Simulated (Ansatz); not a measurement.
Born–Oppenheimer molecular dynamics of H₇OSi₂ (10 atoms, charge -1, multiplicity 1). It starts from a relaxed structure.

Theory: RKS PBE0/def2-SVP in Ansatz.

```yaml
ensemble: NVE (Milne-controlled integrator)
time_step: 1 fs
steps_asked: 150
starting_velocities_drawn_for: 400 K
seed: 144573
```

First frame:

```xyz
10
Properties=species:S:1:pos:R:3
O 0.109 0.325 -2.417
H 0.080 -0.598 -2.700
Si 0.482 0.220 -0.716
Si -0.546 -0.057 1.477
H 1.952 0.188 -0.309
H 0.295 -1.364 -0.855
H 0.252 1.756 -0.638
H -0.419 1.055 2.510
H -0.147 -1.303 2.251
H -2.057 -0.220 1.395
```

(1) How far do the bonds stretch over the last three quarters of this one trajectory? (Pairs bonded in most of those frames.)

## Answers

(1) 
```
   bond  mean (Å)  spread (Å)  shortest  longest
  O1–H2     0.965       0.001      0.96     0.97
 O1–Si3     1.754       0.044      1.69     1.82
Si3–Si4     2.485       0.089      2.37     2.64
 Si3–H5     1.524       0.019      1.49     1.56
 Si3–H6     1.584       0.025      1.53     1.63
 Si3–H7     1.553       0.033      1.50     1.62
 Si4–H8     1.527       0.013      1.50     1.55
 Si4–H9     1.527       0.007      1.51     1.54
Si4–H10     1.535       0.059      1.44     1.62
```

Mean temperature of the second half: 203 K. The conserved energy stayed within 0.057 meV per atom of its start (net change -0.0029 meV per atom), so the integration is sound. Over the second half the temperature averaged 0.51 of the 400 K drawn at the start: a run that starts near a minimum puts about half its kinetic energy into the potential. A run of 0.15 ps of so small a system gives no equilibrium averages. Limits of this set-up: an anion without diffuse functions.

Time of the run: 2.8 min on 1 thread of Intel(R) Xeon(R) 6975P-C (Granite Rapids) (shared host), peak memory 0.15 GiB.
